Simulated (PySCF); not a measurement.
This PySCF input (HF/6-31G*) gives -40.19476 Eh with 22 basis functions.

```python
import numpy as np, basis_set_exchange as bse
from pyscf import gto, scf, dft, df

basis = {'C': gto.basis.parse(bse.get_basis('6-31G*', elements=['C'], fmt='nwchem')), 'H': gto.basis.parse(bse.get_basis('6-31G*', elements=['H'], fmt='nwchem'))}
mol = gto.M(
    atom='''
    C    -0.00000000    0.00000000   -0.00000000
    H     0.62054657    0.62688914    0.63896175
    H    -0.64285838   -0.62489528    0.61852983
    H     0.63693263   -0.63278043   -0.61664082
    H    -0.61462083    0.63078657   -0.64085076
    ''',
    basis=basis,
    charge=0,
    verbose=4,
    max_memory=8640,
)
mf = scf.RHF(mol)
mf.conv_tol = 1e-9
mf.max_cycle = 100
print('smallest overlap eigenvalue', np.linalg.eigvalsh(mol.intor('int1e_ovlp'))[0])
mf.kernel()
dip = mf.dip_moment()
```

Change:
```diff
- basis = {'C': gto.basis.parse(bse.get_basis('6-31G*', elements=['C'], fmt='nwchem')), 'H': gto.basis.parse(bse.get_basis('6-31G*', elements=['H'], fmt='nwchem'))}
+ basis = {'C': gto.basis.parse(bse.get_basis('STO-3G', elements=['C'], fmt='nwchem')), 'H': gto.basis.parse(bse.get_basis('STO-3G', elements=['H'], fmt='nwchem'))}
```

**Question.** What does the run give now?

**Answer.** -39.72674 Eh (HF/STO-3G, 9 functions), a change of +468.02 mEh.
